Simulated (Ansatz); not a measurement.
**C2H5Mg radical: a ladder of functionals and wavefunction methods**

How much do the methods differ for C2H5Mg radical? The plan is to run it at one geometry with functionals of several rungs and with coupled cluster, and see how far each lands from CCSD(T) at the basis-set limit for the atomisation energy.

Computed with Ansatz 0.2.0, Gaussian basis. Level: functionals in def2-TZVPP, the program's frozen cores in correlated methods.

The runs, in order: LDA (SPW92), PBE-D4, revPBE-D4, BLYP-D4, r2SCAN-D4, B97M-V, PBE0-D4, B3LYP-D4, r2SCANh-D4, r2SCAN0-D4, HSE06-D4, BHLYP-D4, CAM-B3LYP-D4, LC-ωPBE, ωB97X-V, ωB97M-V, B2PLYP, PBE-QIDH; CCSD(T)/def2-SVP; CCSD(T)/def2-TZVPP; MP2/def2-QZVPP; extrapolation to the limit; RPA on PBE.

## Step 1: The relaxed structure

An earlier PBE0-D4 in a triple-zeta def2 set relaxation fixed the geometry.

SMILES `[CH2][Mg][CH3]`, 8 atoms, charge 0, spin multiplicity 2.

Atoms are counted from 1 here; the program's logs count them from 0.

Bond lengths: C1–Mg2 2.054 Å, C1–H4 1.093 Å, C1–H5 1.093 Å, Mg2–C3 2.083 Å, C3–H6 1.095 Å, C3–H7 1.095 Å, C3–H8 1.095 Å. Angles: Mg2–C1–H4 125.5°, Mg2–C1–H5 125.5°, H4–C1–H5 109.0°, C1–Mg2–C3 180.0°, Mg2–C3–H6 111.9°, Mg2–C3–H7 111.9°, Mg2–C3–H8 111.9°, H6–C3–H7 107.0°, H6–C3–H8 106.9°, H7–C3–H8 107.0°.

## Step 2: LDA

This LDA is Slater exchange with PW92 correlation.

The input, in.yaml:

```yaml
crystal:
  periodic: [false, false, false]
  atoms:
    - {symbol: C, position_ang: [-1.307498, 1.238312, -1.453050]}
    - {symbol: Mg, position_ang: [-0.138798, 0.135396, -0.173133]}
    - {symbol: C, position_ang: [1.045397, -0.983130, 1.125740]}
    - {symbol: H, position_ang: [-2.085387, 0.836797, -2.107682]}
    - {symbol: H, position_ang: [-1.252229, 2.321492, -1.589179]}
    - {symbol: H, position_ang: [1.387176, -0.388921, 1.979684]}
    - {symbol: H, position_ang: [1.939819, -1.373588, 0.629322]}
    - {symbol: H, position_ang: [0.503819, -1.843558, 1.532498]}
basis:
  gaussian: {orbitals: def2-TZVPP}
magnetization: {spin_polarized: true, initial_magnetization: 1}
hamiltonian: {xc: lda}
output: {orbitals: {seedname: orbitals}}
```

The runs that follow: PBE-D4 (GGA); revPBE-D4 (GGA); BLYP-D4 (GGA); r2SCAN-D4 (meta-GGA); B97M-V (meta-GGA); PBE0-D4 (hybrid); B3LYP-D4 (hybrid); r2SCANh-D4 (hybrid); r2SCAN0-D4 (hybrid); HSE06-D4 (hybrid); BHLYP-D4 (hybrid); CAM-B3LYP-D4 (range-separated); LC-ωPBE-D4 (range-separated); ωB97X-V (range-separated); ωB97M-V (range-separated); B2PLYP (double hybrid); PBE-QIDH (double hybrid); CCSD(T) in def2-SVP; CCSD(T) in def2-TZVPP; MP2 in def2-QZVPP; RPA on PBE orbitals.

Before running them: what should the planned runs give, taken together? Wanted: atomisation energy, CCSD(T)/CBS; farthest beyond LDA; mean size of error, GGA; mean size of error, meta-GGA; mean size of error, hybrid; mean size of error, range-separated; mean size of error, double hybrid; gap, smallest and largest; T1 diagnostic.

As calculated:

| quantity | value |
| --- | --- |
| atomisation energy, CCSD(T)/CBS | 2536.6 kJ/mol |
| functionals within 12.7 kJ/mol (0.5 %) | B97M-V, PBE0-D4, B3LYP-D4, r2SCANh-D4, r2SCAN0-D4, HSE06-D4, CAM-B3LYP-D4, LC-ωPBE, ωB97X-V |
| farthest beyond LDA | BHLYP-D4 (-59.6 kJ/mol) |
| mean size of error, GGA | 24.3 kJ/mol |
| mean size of error, meta-GGA | 9.5 kJ/mol |
| mean size of error, hybrid | 14.6 kJ/mol |
| mean size of error, range-separated | 8.0 kJ/mol |
| mean size of error, double hybrid | 28.3 kJ/mol |
| gap, smallest and largest | 1.50 eV (LDA (SPW92)), 9.68 eV (LC-ωPBE) |
| T1 diagnostic | 0.0086 |
| triples share of the correlation energy | 2.7 % |

In words: LDA overbinds by 285.3 kJ/mol (11 %). PBE-D4 is off by +20.9 kJ/mol. Double hybrids carry the basis error of their MP2 part in triple zeta, and no dispersion term here, so their miss is partly the set-up's. The rungs range-separated, meta-GGA miss on average by less than the doubt on the reference (12.7 kJ/mol), so they tie. The reference freezes the cores and leaves out relativity and excitations past (T), so misses under about 12.7 kJ/mol can't be ranked. Hartree-Fock recovers 75 % of the binding; the rest is correlation. CCSD(T) in def2-SVP is off by -142.8 kJ/mol, more than most functionals: a good method in a small basis is no reference. Orbital gaps span 1.5 to 9.7 eV; exact exchange widens them. Correlated methods include outer-core shells of Mg, which these sets cover unevenly.
